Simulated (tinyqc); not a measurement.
Worked calculation: RKS/BP86 in the sto-6g basis, for OH-, spin multiplicity 1. The basis has no diffuse functions, so it cannot describe the extra electron: this is an exercise in the method, not the real anion. Computed by tinyqc, a small Python program that keeps every step (integrals from PySCF). Settings: charge = -1, multiplicity = 1, basis = sto-6g, energy threshold = 1e-10, iteration cap = 89, orthogonalisation = canonical, start = core, DIIS depth = 8, method = RKS, functional = b88,p86, grid = [20, 50]. Command: `OMP_NUM_THREADS=1 python tinyqc.py 20083 20084 out.jsonl` (the two numbers bound the seeds that draw the settings). One thread of a shared host (Intel(R) Xeon(R) Processor @ 2.60GHz), about 3 s of CPU time with the checks.

Geometry (angstrom):

| atom | x | y | z |
|---|---|---|---|
| O | 0.000000 | 0.000000 | 0.000000 |
| H | 0.000000 | 0.000000 | 1.884000 |

Stop when the energy changes by less than 1e-10 hartree and every element of the error matrix X^T (F D S - S D F) X is below 3e-06.

Course of the cycle:

| iteration | E (hartree) | change | largest element of the error matrix |
|---|---|---|---|
| 1 | -73.89856058 | - | 1.35e-01 |
| 2 | -74.77676666 | -8.78e-01 | 5.01e-05 |
| 3 | -74.04920545 | 7.28e-01 | 4.75e-01 |
| 4 | -74.04920558 | -1.34e-07 | 4.75e-01 |
| 5 | -74.04920558 | 0.000000 | 4.75e-01 |
| 6 | -74.04920558 | -4.26e-14 | 4.75e-01 |
| 7 | -74.04920558 | 4.26e-14 | 4.75e-01 |
| 8 | -74.04920558 | -1.42e-14 | 4.75e-01 |
| 9 | -74.04920558 | -1.42e-14 | 4.75e-01 |
| 10 | -74.04920541 | 1.74e-07 | 4.75e-01 |
| 11 | -74.81970319 | -7.70e-01 | 1.72e-01 |
| 12 | -75.04790711 | -2.28e-01 | 6.58e-02 |
| 13 | -74.97665548 | 7.13e-02 | 3.49e-01 |
| 14 | -74.77677046 | 2.00e-01 | 7.09e-05 |
| ... | ... | ... | ... |
| 76 | -74.04921974 | -1.21e-10 | 4.75e-01 |
| 77 | -74.04921974 | -3.97e-10 | 4.75e-01 |
| 78 | -74.04921749 | 2.24e-06 | 4.75e-01 |
| 79 | -74.81980040 | -7.71e-01 | 1.72e-01 |
| 80 | -74.77674941 | 4.31e-02 | 5.18e-06 |
| 81 | -74.04924302 | 7.28e-01 | 4.75e-01 |
| 82 | -74.04924302 | 4.73e-10 | 4.75e-01 |
| 83 | -74.04924302 | -9.24e-13 | 4.75e-01 |
| 84 | -74.04924302 | 1.29e-12 | 4.75e-01 |
| 85 | -74.04924302 | -1.29e-12 | 4.75e-01 |
| 86 | -74.04924302 | -1.04e-12 | 4.75e-01 |
| 87 | -74.04924302 | 1.23e-10 | 4.75e-01 |
| 88 | -74.04924302 | 1.38e-10 | 4.75e-01 |
| 89 | -74.77684473 | -7.28e-01 | 1.39e-05 |

Can the last value be used, and what does the course show?

Not by the stop rule. Not converged within the cap of 89 iterations: the residual wanders without falling. Reruns (cap 100 unless said): damping 0.5: not converged; level shift 0.5: converged in 13; atomic densities as start, DIIS 8: converged in 17; the original settings with a cap of 400: not converged. PySCF RKS in the same basis, fine grid = -74.04788541 hartree, which differs from a converged run on this coarse grid by the grid error.
